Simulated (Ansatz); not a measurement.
**Ladder of methods for the band gap of GaS (P6₃/mmc, No. 194)**

Reference value: 2.5 eV (measured, temperature not stated, no zero-point or thermal correction, compiled measured gap; kind and temperature not stated; as tabulated in Kothakonda et al. (2022), arXiv:2208.02841).

```
level (code)                        value (eV)  cell (Å³/atom)  difference (eV)
-----------------------------  ---------------  --------------  ---------------
LDA (Ansatz)                     1.40 (direct)           21.57            -1.10
PBE (Ansatz)                   1.58 (indirect)           21.57            -0.92
PBE+SOC (Ansatz)               1.58 (indirect)           21.57            -0.92
PBEsol (Ansatz)                1.46 (indirect)           21.57            -1.04
PBE-D3(BJ) (Ansatz)                       1.56           21.56            -0.94
PBE-D4 (Ansatz)                           1.48           21.23            -1.02
B3LYP (VWN-RPA form) (Ansatz)  2.82 (indirect)           21.57            +0.32
HSE06 (Ansatz)                 2.28 (indirect)           21.57            -0.22
PBE0 (Ansatz)                  2.96 (indirect)           21.57            +0.46
```

Nearest, and too close to rank with a margin of 0.18 eV (twice that across the reference) picked here for doubts on the reference and the settings, and for temperature and zero-point motion: HSE06 (-0.22 eV), B3LYP (VWN-RPA form) (+0.32 eV), PBE0 (+0.46 eV). Farthest off: LDA (-1.10 eV). Of these only HSE06 lands within 0.3 eV.

Semilocal Kohn–Sham gaps run low as a rule, and all computed values are for a static lattice, while measured ones hold electron–phonon shifts unless said otherwise. Spin–orbit coupling is included only where a level's name says +SOC; with heavier elements it mostly lowers gaps and can invert bands.  PBE-D3(BJ), PBE-D4: the gap is read on the k mesh or supercell of the run alone and can be too large. Values are at the measured cell; PBE-D3(BJ) at the level's own relaxed cell; PBE-D4 at the level's own equilibrium cell. Cutoffs and k meshes differ between the levels. Ansatz's density-functional and Hartree–Fock values are scalar-relativistic unless marked +SOC, with PAW data made under PBE.

Differences are worked out from the printed values.

Ansatz is a quantum-chemistry and plane-wave program.
